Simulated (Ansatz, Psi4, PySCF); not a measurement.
Species: C₃H₂N (charge 0, doublet). SMILES: C(#N)[C]=C
Geometry from a B3LYP-D3(BJ)/def2-TZVP (Ansatz, a program for electronic structure) optimisation:
```xyz
6

C     -0.1282    -1.7986    -0.0228
C      0.1404    -0.5266    -0.0139
C      0.0407     0.8046     0.0109
H     -1.1530    -2.1666     0.0132
H      0.6558    -2.5497    -0.0664
N      0.0257     1.9771     0.0297
```
Charge 0, spin multiplicity 2.

Property: atomisation energy, in kcal/mol. Conventions: open shells spin-unrestricted; non-relativistic; LANL2DZ all-electron up to Ne; 6-311+G** with 5d; dispersion terms only where a functional's name holds one; atomisation electronic, to ground-state atoms; spin-orbit terms left out; 6-31G* and kin with 6d, 5d where marked. Ab initio and DFT rows: single points at B3LYP-D3(BJ) geometries (Ansatz).

| level | program | atomisation energy (kcal/mol) |
|---|---|---|
| PBE/3-21G | Ansatz | 670.0 |
| PBE/def2-SVP | Ansatz | 692.8 |
| BP86/def2-SVP | PySCF | 690.0 |
| B3LYP/STO-3G | Ansatz | 690.2 |
| B3LYP/3-21G | Ansatz | 631.1 |
| B3LYP/LANL2DZ | Ansatz | 607.3 |
| B3LYP/6-31G* | Ansatz | 649.3 |
| B3LYP/6-31G** | Ansatz | 651.3 |
| M06-2X/6-311+G** | PySCF | 642.1 |
| wB97X-D/6-311+G** | Psi4 | 642.0 |
| B3LYP/def2-TZVPD | Ansatz | 653.3 |
| M06-2X/def2-TZVPD | PySCF | 648.5 |
| wB97M-V/def2-TZVPD | Ansatz | 650.2 |

No value to compare with is used here. The 10 habitual levels span 607.3 (B3LYP/LANL2DZ) to 692.8 kcal/mol (PBE/def2-SVP); wB97M-V/def2-TZVPD gives 650.2.

The levels are drawn from those run, B3LYP/6-31G* more often than the rest, none by its result; runs whose electronic state is in doubt are left out.
